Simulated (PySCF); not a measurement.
H3O4P.
Bonds: O1–P2 (double), P2–O3, P2–O4, P2–O5. Hydrogens: H6 on O3; H7 on O4; H8 on O5.

Computed geometry: GFN2-xTB, gas phase.

Q: List the bond lengths, angles and torsions at this level.

A: 
```json
{"bond": "O1=P2", "length (Å)": "1.456", "order": "double"}
{"bond": "P2–O3, P2–O4", "length (Å)": "1.604", "order": "single"}
{"bond": "P2–O5", "length (Å)": "1.578", "order": "single"}
{"bond": "O3–H6, O4–H7, O5–H8", "length (Å)": "0.955", "order": "single"}
```

Bonds in one row agree within 0.01 Å and their mean is given. Orders are formal, as drawn. A selection of angles:
```json
{"angle": "O1–P2–O3", "degrees": "115.3"}
{"angle": "O1–P2–O4", "degrees": "114.0"}
{"angle": "O1–P2–O5", "degrees": "116.6"}
{"angle": "O3–P2–O4", "degrees": "103.2"}
{"angle": "O3–P2–O5", "degrees": "102.3"}
{"angle": "P2–O3–H6", "degrees": "109.2"}
{"angle": "P2–O5–H8", "degrees": "110.7"}
```

Torsions: H6–O3–P2–O1 18° (synperiplanar); H7–O4–P2–O1 2° (synperiplanar); H8–O5–P2–O1 178° (antiperiplanar). The mirror-image conformer, all signs reversed, is as good.

The 4 O–P bonds span 1.456 Å (O1=P2, drawn double) to 1.607 Å (P2–O4, drawn single), a spread of 0.151 Å. P2 (phosphoryl phosphorus) is distorted tetrahedral (angles from 102.3° to 116.6°).

Point group: near Cs, missed by 0.14 Å at most; the miss may be what the optimiser left on a soft mode. No frequency check. One conformer, not necessarily the lowest (O1–P2–O3–H 18°, O1–P2–O4–H 2°, O1–P2–O5–H 178°).
